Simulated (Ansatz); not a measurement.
in.yaml

```yaml
crystal:
  periodic: [false, false, false]
  atoms:
    - {symbol: Si, position_ang: [-0.073831, 0.000000, 0.000000]}
    - {symbol: H, position_ang: [-0.568702, 1.399708, 0.000000]}
    - {symbol: H, position_ang: [-0.568702, -0.699854, 1.212183]}
    - {symbol: H, position_ang: [-0.568702, -0.699854, -1.212183]}
    - {symbol: H, position_ang: [1.307169, 0.000000, 0.000000]}
    - {symbol: H, position_ang: [2.456169, 0.000000, 0.000000]}
basis:
  gaussian: {orbitals: 6-31G}
magnetization: {spin_polarized: false, initial_magnetization: 1}
correlation: {method: ccsdtq, electrons: outside_noble_gas}
```

```sh
$ ansatz run in.yaml --threads 1 --pin off --events-out ev --progress --plain --max-ram 2393MiB
```

**Question.** Roughly how long does this take on 1 thread of Arm Neoverse N1, shared host, and how much host memory?

**Answer.** 44 s wall and 0.29 GiB.

```
506 factors; integrals over basis functions are off by at most 1.3e-7 eV
mean field evaluation 1: about -7935.0377 eV, gradient 8.6e0 eV
mean field evaluation 2: about -7935.0421 eV, gradient 8.6e0 eV
mean field evaluation 4: about -7935.8401 eV, gradient 8.0e-1 eV
mean field evaluation 8: about -7935.8545 eV, gradient 7.8e-3 eV
mean field evaluation 16: about -7935.8477 eV, gradient 2.7e-1 eV
mean field -7935.85445321 eV, -291.6372720401 hartree, gradient 2.3e-6 eV, S^2 0.750000; 0 other end points of the search recorded, 0 dependent functions left out
5 core orbitals not correlated: weight in the atoms' cores, before any rotation towards them, 1.000 or more for the frozen orbitals, at most 0.000 for the correlated occupied ones
reference -7935.85445321 eV, -291.6372720401 hartree; 5, 4 occupied and 13, 14 virtual orbitals, 506 factors
second order -1.73439279 eV of doubles, -0.04252605 eV of singles
cycle   1  -2.22230430 eV  change   -4.4e-1 eV  update   5.6e-2
cycle   2  -2.46903204 eV  change   -2.5e-1 eV  update   2.5e-2
cycle   3  -2.48214675 eV  change   -1.3e-2 eV  update   7.2e-3
cycle   4  -2.48451507 eV  change   -2.4e-3 eV  update   2.8e-3
cycle   5  -2.48461998 eV  change   -1.0e-4 eV  update   1.2e-3
cycle   6  -2.48459787 eV  change    2.2e-5 eV  update   4.2e-4
cycle   7  -2.48478534 eV  change   -1.9e-4 eV  update   1.3e-4
cycle   8  -2.48478047 eV  change    4.9e-6 eV  update   6.4e-5
cycle   9  -2.48475798 eV  change    2.2e-5 eV  update   2.3e-5
cycle  10  -2.48476930 eV  change   -1.1e-5 eV  update   9.7e-6
cycle  11  -2.48476995 eV  change   -6.5e-7 eV  update   4.6e-6
cycle  12  -2.48477034 eV  change   -3.9e-7 eV  update   2.1e-6
cycle  13  -2.48476820 eV  change    2.1e-6 eV  update   9.2e-7
cycle  14  -2.48476782 eV  change    3.7e-7 eV  update   4.6e-7
Total energy: -7938.33922103 eV, -291.7285855734 hartree
```

For the same geometry and basis full CI lies 0.0 meV lower.
